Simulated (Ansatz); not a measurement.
Reaction: C2H3Br (SMILES C=CBr) → C2H3 (SMILES [CH]=C, doublet) + Br (doublet) (the Br-C bond breaks)
Each species at its own B3LYP-D3(BJ)/def2-TZVP minimum (Ansatz, a program for electronic structure).

Total energies in hartree (Ansatz). Open shells are spin-unrestricted; no spin-orbit coupling. Cores are frozen in correlated methods (noble-gas shells, and filled d and f shells in the p block). No relativity. Spin-orbit terms, left out, reach several kcal/mol for Br and I, and more for heavier atoms. The UHF reference of C2H3 ([CH]=C, doublet) is spin-contaminated (<S^2> up to 0.19 over the pure value in the sets run).

```csv
species,HF/cc-pVTZ,CCSD(T)/cc-pVTZ,HF/cc-pVQZ,CCSD(T)/cc-pVQZ,CCSD(T)/cc-pVDZ,CCSDT(Q)/cc-pVDZ
"1: C2H3Br (bromoethene, SMILES C=CBr)",-2649.94359,-2650.48581,-2649.95158,-2650.53007,-2650.27386,-2650.27557
"2: C2H3 (SMILES [CH]=C, doublet)",-77.41972,-77.75200,-77.42479,-77.77372,-77.67385,-77.67568
3: Br (doublet),-2572.44509,-2572.60263,-2572.44802,-2572.62195,-2572.47590,-2572.47619
```

**Question.** Work out the bond dissociation energy (electronic) in kcal/mol: take Hartree-Fock from cc-pVQZ, extrapolate the CCSD(T) correlation energy as X^-3 (X = 3, 4), and add CCSDT(Q) - CCSD(T) in cc-pVDZ. 1 hartree = 627.51 kcal/mol.

**Answer.** 
Species 1: correlation (64·(-0.57849) - 27·(-0.54222))/37 = -0.60496; step -0.00171; E1 = -2649.95158 + (-0.60496) + (-0.00171) = -2650.55825
Species 2: correlation (64·(-0.34893) - 27·(-0.33228))/37 = -0.36108; step -0.00183; E2 = -77.42479 + (-0.36108) + (-0.00183) = -77.78770
Species 3: correlation (64·(-0.17393) - 27·(-0.15754))/37 = -0.18589; step -0.00029; E3 = -2572.44802 + (-0.18589) + (-0.00029) = -2572.63420
-1·E1 +1·E2 +1·E3 = 0.13635 hartree = 85.6 kcal/mol.
